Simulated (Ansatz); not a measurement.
Reaction: C2H5O (SMILES [CH2]CO, doublet) → C2H5O (SMILES C[CH]O, doublet)
Each species at its own B3LYP-D3(BJ)/def2-TZVP minimum (Ansatz, a first-principles code), one conformer.

Total energies in hartree (Ansatz). Radicals and triplets start from unrestricted determinants; spin-orbit coupling is neglected. Correlated methods leave the cores frozen. No relativity.

| species | HF/cc-pVTZ | CCSD(T)/cc-pVTZ | HF/cc-pVQZ | CCSD(T)/cc-pVQZ | CCSD(T)/cc-pVDZ | CCSDT(Q)/cc-pVDZ |
|---|---|---|---|---|---|---|
| 1: C2H5O (SMILES C([CH2])O, doublet) | -153.50816 | -154.12077 | -153.51994 | -154.16940 | -153.95376 | -153.95544 |
| 2: C2H5O (SMILES [CH](C)O, doublet) | -153.51811 | -154.13429 | -153.52989 | -154.18269 | -153.96836 | -153.97012 |

### Question
Work out the isomerisation energy (electronic) in kJ/mol: take Hartree-Fock from cc-pVQZ, extrapolate the CCSD(T) correlation energy as X^-3 (X = 3, 4), and add CCSDT(Q) - CCSD(T) in cc-pVDZ. 1 hartree = 2625.5 kJ/mol.

### Answer

Species 1: correlation (64·(-0.64946) - 27·(-0.61261))/37 = -0.67635; step -0.00168; E1 = -153.51994 + (-0.67635) + (-0.00168) = -154.19797
Species 2: correlation (64·(-0.65280) - 27·(-0.61618))/37 = -0.67952; step -0.00176; E2 = -153.52989 + (-0.67952) + (-0.00176) = -154.21117
-1·E1 +1·E2 = -0.01320 hartree = -34.7 kJ/mol.
